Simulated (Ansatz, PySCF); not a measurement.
This Ansatz (a first-principles code) input computes a CAM-B3LYP/def2-TZVPD energy:

Ansatz 0.2 input:
```yaml
crystal:
  periodic: [false, false, false]
  atoms:
    - {symbol: C, position_ang: [-0.00552043, 0.00459894, -1.17388509]}
    - {symbol: C, position_ang: [0.00131904, -0.00109886, 0.28048569]}
    - {symbol: N, position_ang: [0.00672398, -0.00560159, 1.42981145]}
    - {symbol: H, position_ang: [-0.00547550, 1.02956237, -1.54542667]}
    - {symbol: H, position_ang: [0.87817519, -0.50722791, -1.55560292]}
    - {symbol: H, position_ang: [-0.89455918, -0.50412383, -1.54725412]}
basis:
  gaussian:
    orbitals: def2-TZVPD
hamiltonian:
  xc: {name: CAM-B3LYP}
output: {forces: true}
```

### Question
Write an input for the same energy in PySCF and say what it gives.

### Answer

```python
from pyscf import gto, scf, dft

mol = gto.M(
    atom='''
    C    -0.00552043    0.00459894   -1.17388509
    C     0.00131904   -0.00109886    0.28048569
    N     0.00672398   -0.00560159    1.42981145
    H    -0.00547550    1.02956237   -1.54542667
    H     0.87817519   -0.50722791   -1.55560292
    H    -0.89455918   -0.50412383   -1.54725412
    ''',
    basis='def2-tzvpd',
    charge=0,
    spin=0,
    verbose=4,
)

mf = dft.RKS(mol, xc='camb3lyp').density_fit(auxbasis='def2-universal-jkfit')
mf.grids.level = 3
mf.conv_tol = 1e-9
mf.max_cycle = 100
mf.max_memory = 1500
mf.kernel()
if not mf.converged:
    mf = mf.newton()
    mf.kernel(mf.make_rdm1())
mf.analyze()
```
It gives -132.73691 Eh, and Ansatz -132.73686 Eh, a difference of 0.05 mEh, from the treatment of integrals and grids.
